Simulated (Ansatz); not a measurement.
Which method gave which barrier?

Saddle point of CH$_{7}$BO, singlet (BH₃O ([BH2][OH]) + CH₄ → CH₅B ([BH2][CH3]) + H₂O (still joined by a long B–O bond); bonds formed: B1–C6, O2–H5; bonds broken: H5–C6; bonds weakened to dative contacts: B1–O2), PBE0-D4/def2-TZVP structure:

```
10
angstrom
B 0.1392 0.3047 -0.7497
O -1.4257 0.0971 -0.7379
H 0.6915 -0.5165 -1.4297
H 0.4091 1.4597 -0.9073
H -0.7364 -0.1333 0.2724
C 0.4733 -0.0869 0.9453
H -1.6425 -0.7232 -1.1889
H 0.4028 -1.1152 1.3120
H 0.1551 0.6127 1.7213
H 1.5336 0.1009 0.7627
```

Computed with Ansatz 0.2.0 (basis: def2-TZVPP, with def2-QZVPP for the basis limit); correlated methods freeze the cores. Extrapolation: Hartree–Fock as exp(−7.88 √X), correlation as X^−2.97. Four methods, as single points on the PBE0-D4 structures, gave these electronic barriers from the start structure: 196.5, 218.7, 245.1, 307.4 kJ/mol.

Question: The methods were, in alphabetical order, BHLYP-D4, BLYP-D4, HF, PBE0-D4. Which gave which? (Judge from chemistry; the calculation decides.)

Answer: By the calculation: PBE0-D4 196.5; BLYP-D4 218.7; BHLYP-D4 245.1; HF 307.4 kJ/mol. For comparison, CCSD(T) at an estimated basis limit (MP2 extrapolated from triple and quadruple zeta, plus CCSD(T) − MP2 in triple zeta) gives 222.0 kJ/mol.

T1 diagnostic: at most 0.013.

Labels in which every atom is bracketed show which atoms are joined, not bond orders.

For scale, one of the runs: CCSD(T)/def2-TZVPP, 191 basis functions, launched by `ansatz run in.yaml --threads 2 --pin off --events-out ev --progress --plain --max-ram 4352MiB`. Time: 43 s of wall clock on 2 CPU threads of an Arm Neoverse V1; the host was shared. Peak host memory: 2.2 GiB.
